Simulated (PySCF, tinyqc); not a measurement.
Worked calculation: coupled-perturbed Hartree-Fock on RHF in the sto-3g basis, for CH2, spin multiplicity 1. The lowest restricted solution is unstable here: a spin-polarised one lies 0.0373 hartree lower (PySCF). One step of it, computed by the program tinyqc.

Task: Iteration 8 (converged): orbitals. Diagonalise F' = X^T F X, C = X C', fill 4 alpha and 4 beta electrons from the bottom; D = 2 C_occ C_occ^T. Each column has its largest component positive (the first on a tie).

converged F (hartree):
```
             1C 1s      1C 2s    1C 2px     1C 2py     1C 2pz      2H 1s      3H 1s
1C 1s   -10.991046  -2.956637  0.000000   0.000000  -0.027614  -0.848427  -0.848427
1C 2s    -2.956637  -1.472022  0.000000   0.000000  -0.114345  -0.773124  -0.773124
1C 2px    0.000000   0.000000  0.226480   0.000000   0.000000   0.000000   0.000000
1C 2py    0.000000   0.000000  0.000000  -0.280570   0.000000  -0.380599   0.380599
1C 2pz   -0.027614  -0.114345  0.000000   0.000000  -0.277220  -0.291673  -0.291673
2H 1s    -0.848427  -0.773124  0.000000  -0.380599  -0.291673  -0.550038  -0.284038
3H 1s    -0.848427  -0.773124  0.000000   0.380599  -0.291673  -0.284038  -0.550038
```

X:
```
                1          2          3         4          5          6         7
1C 1s   -0.277892   0.000000   0.791541  0.000000  -0.593562   0.000000  0.160730
1C 2s    1.364216   0.000000  -0.329924  0.000000  -0.285742   0.000000  0.426418
1C 2px   0.000000   0.000000   0.000000  1.000000   0.000000   0.000000  0.000000
1C 2py   0.000000   1.128173   0.000000  0.000000   0.000000   0.623506  0.000000
1C 2pz   0.652570   0.000000   0.608144  0.000000   0.674216   0.000000  0.197604
2H 1s   -0.923333  -0.934215  -0.147939  0.000000   0.116483   0.376478  0.360656
3H 1s   -0.923333   0.934215  -0.147939  0.000000   0.116483  -0.376478  0.360656
```

Give: F' = X^T F X; orbital energies; coefficients C; D after iteration 8.

Result:

F' = X^T F X (hartree):
```
         1       2        3       4        5        6        7
1   0.6472  0.0000   0.5940  0.0000  -0.3002   0.0000   0.0315
2   0.0000  0.7831   0.0000  0.0000   0.0000   0.1098   0.0000
3   0.5940  0.0000  -5.2706  0.0000   4.7759   0.0000  -2.2793
4   0.0000  0.0000   0.0000  0.2265   0.0000   0.0000   0.0000
5  -0.3002  0.0000   4.7759  0.0000  -4.8320   0.0000   2.2376
6   0.0000  0.1098   0.0000  0.0000   0.0000  -0.5418   0.0000
7   0.0315  0.0000  -2.2793  0.0000   2.2376   0.0000  -1.9612
```

orbital energies (hartree): MO1 -10.9972, MO2 -0.8574, MO3 -0.5509, MO4 -0.2980, MO5 0.2265, MO6 0.7361, MO7 0.7922

coefficients C:
```
            MO1      MO2      MO3      MO4     MO5      MO6      MO7
1C 1s    0.9929  -0.2164   0.0000   0.1296  0.0000  -0.1801   0.0000
1C 2s    0.0319   0.6382   0.0000  -0.5989  0.0000   1.2110   0.0000
1C 2px   0.0000   0.0000   0.0000   0.0000  1.0000   0.0000   0.0000
1C 2py   0.0000   0.0000   0.5288   0.0000  0.0000   0.0000   1.1755
1C 2pz   0.0068   0.1757   0.0000   0.8023  0.0000   0.7840   0.0000
2H 1s   -0.0080   0.2769   0.4519   0.1923  0.0000  -0.9510  -0.9002
3H 1s   -0.0080   0.2769  -0.4519   0.1923  0.0000  -0.9510   0.9002
```

D after iteration 8:
```
          1C 1s    1C 2s  1C 2px   1C 2py   1C 2pz    2H 1s    3H 1s
1C 1s    2.0990  -0.3681  0.0000   0.0000   0.1455  -0.0859  -0.0859
1C 2s   -0.3681   1.5340  0.0000   0.0000  -0.7363   0.1226   0.1226
1C 2px   0.0000   0.0000  0.0000   0.0000   0.0000   0.0000   0.0000
1C 2py   0.0000   0.0000  0.0000   0.5593   0.0000   0.4779  -0.4779
1C 2pz   0.1455  -0.7363  0.0000   0.0000   1.3494   0.4057   0.4057
2H 1s   -0.0859   0.1226  0.0000   0.4779   0.4057   0.6357  -0.1810
3H 1s   -0.0859   0.1226  0.0000  -0.4779   0.4057  -0.1810   0.6357
```
